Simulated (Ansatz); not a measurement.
Compare A (`CCC(C)C(=O)O`) with its isomer B (`CC(C)(C)OC=O`).

Program: Ansatz. Geometries: PBE0-D4/def2-TZVP. ΔE: electronic, gas phase. CBS: MP2 limit from def2 TZ/QZ plus the TZ coupled-cluster correction, frozen cores. Functionals use def2-TZVPP. B3LYP here is the variant with VWN-RPA as its local correlation; programs differ in this. Each species was taken in one conformer, which may not be the lowest.

Question: Which isomer does CCSD(T)/CBS put lower? Give the gap. (An estimate is asked.)

Answer: Ansatz gave: A, by 10.1 kcal/mol.

Question: Give E(B) − E(A) in kcal/mol with B3LYP-D4, r2SCAN-D4, CCSD(T)/def2-SVP, MP2/def2-TZVPP, PBE-D4, LDA (SPW92), BLYP-D4. (Estimate.)

Answer: Computed: B3LYP-D4 9.4, r2SCAN-D4 9.5, CCSD(T)/def2-SVP 9.3, MP2/def2-TZVPP 10.6, PBE-D4 10.1, LDA (SPW92) 9.2, BLYP-D4 8.4. None reverses the order clearly.

Largest T1 diagnostic: 0.013.

From BLYP to BHLYP (50 % exact exchange), in def2-TZVPP and without D4, E(B) − E(A) moves by +1.2 kcal/mol. At CCSD(T), def2-SVP lies −0.7 kcal/mol from the extrapolated value and def2-TZVPP −0.2 kcal/mol.
